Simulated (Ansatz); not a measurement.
# C2H6Mg: the cost of one run

Method: the settings change from run to run; program: Ansatz 0.2.0, Gaussian basis.

### Step 1. The geometry

An earlier PBE0-D4 in a triple-zeta def2 set relaxation fixed the geometry.

SMILES `[CH3][Mg][CH3]`, 9 atoms, charge 0, spin multiplicity 1.

Atoms are counted from 1 here; the program's logs count them from 0.

Bond lengths: C1–Mg2 2.088 Å, C1–H4 1.095 Å, C1–H5 1.095 Å, C1–H6 1.095 Å, Mg2–C3 2.088 Å, C3–H7 1.095 Å, C3–H8 1.095 Å, C3–H9 1.095 Å. Angles: Mg2–C1–H4 112.0°, Mg2–C1–H5 111.9°, Mg2–C1–H6 111.9°, H4–C1–H5 106.9°, H4–C1–H6 106.9°, H5–C1–H6 106.9°, C1–Mg2–C3 179.8°, Mg2–C3–H7 112.0°, Mg2–C3–H8 111.9°, Mg2–C3–H9 111.9°, H7–C3–H8 106.9°, H7–C3–H9 106.9°, H8–C3–H9 106.9°.

As a file:

```
C    -1.0326    1.3937   -1.1492
Mg    0.0070   -0.0078   -0.0025
C     1.0517   -1.4046    1.1453
H    -1.9487    0.9745   -1.5788
H    -0.4304    1.7655   -1.9852
H    -1.3291    2.2667   -0.5579
H     0.6105   -2.4047    1.0767
H     2.0961   -1.4952    0.8278
H     1.0642   -1.1345    2.2066
```

### Step 2. wB97X/aug-pcseg-2

This run has charge +1, multiplicity 2.

The input, in.yaml:

```yaml
crystal:
  periodic: [false, false, false]
  atoms:
    - {symbol: C, position_ang: [-1.032615, 1.393738, -1.149207]}
    - {symbol: Mg, position_ang: [0.006989, -0.007786, -0.002544]}
    - {symbol: C, position_ang: [1.051684, -1.404585, 1.145250]}
    - {symbol: H, position_ang: [-1.948741, 0.974458, -1.578785]}
    - {symbol: H, position_ang: [-0.430427, 1.765477, -1.985197]}
    - {symbol: H, position_ang: [-1.329104, 2.266746, -0.557895]}
    - {symbol: H, position_ang: [0.610490, -2.404718, 1.076687]}
    - {symbol: H, position_ang: [2.096074, -1.495170, 0.827840]}
    - {symbol: H, position_ang: [1.064151, -1.134459, 2.206650]}
basis:
  gaussian: {orbitals: aug-pcseg-2}
total_charge: 1
magnetization: {spin_polarized: true, initial_magnetization: 1}
hamiltonian: {xc: {name: wB97X}}
```

On the command line:

```console
ansatz run in.yaml --threads 4 --pin off --events-out ev --progress --plain --max-ram 10444MiB
```

Q: Estimate wall time and peak memory on 4 threads of Intel Xeon Platinum 8488C, shared host.

About 16 s, with a peak of 1.2 GiB.
